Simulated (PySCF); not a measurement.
## Working with the constants of SiC

ROHF-CCSD(T) constants of SiC, ³Π (triplet), unpaired electrons σ ↑, π ↑ (basis Si x2c-TZVPPall, C x2c-TZVPPall; spin-free X2C with a Gaussian nucleus; PySCF 2.14; masses 27.9769 and 12.0000 u):

```
ωe              : 954.7 cm⁻¹
ωexe            : 5.72 cm⁻¹
Be              : 0.67079 cm⁻¹
αe              : 0.00552 cm⁻¹
D (centrifugal) : 1.32e-06 cm⁻¹
De to Si + C    : 4.17 eV
```

**Question.** Give the vibrational terms G(v) and spacings up to v = 6.

**Answer.** G(v) = ωe(v+½) − ωexe(v+½)².

```
v  G(v) (cm⁻¹)  G(v) − G(v−1)  Bv (cm⁻¹)
0        475.9                    0.6680
1       1419.2          943.3     0.6625
2       2351.0          931.8     0.6570
3       3271.4          920.4     0.6515
4       4180.3          908.9     0.6460
5       5077.8          897.5     0.6404
6       5963.9          886.1     0.6349
```

**Question.** How well does the Morse estimate ωe²/(4ωexe) reproduce De, and what is D0?

**Answer.** It gives 4.94 eV, 118 % of the computed De. D0 = De − G(0) = 4.17 − 0.06 = 4.11 eV.

Correlated steps freeze 6 core orbitals. The CCSD T1 diagnostic is raised, a sign that a single reference may not be enough here. The state is the lowest determinant that a PBE0 search found; another state may lie lower at other levels.
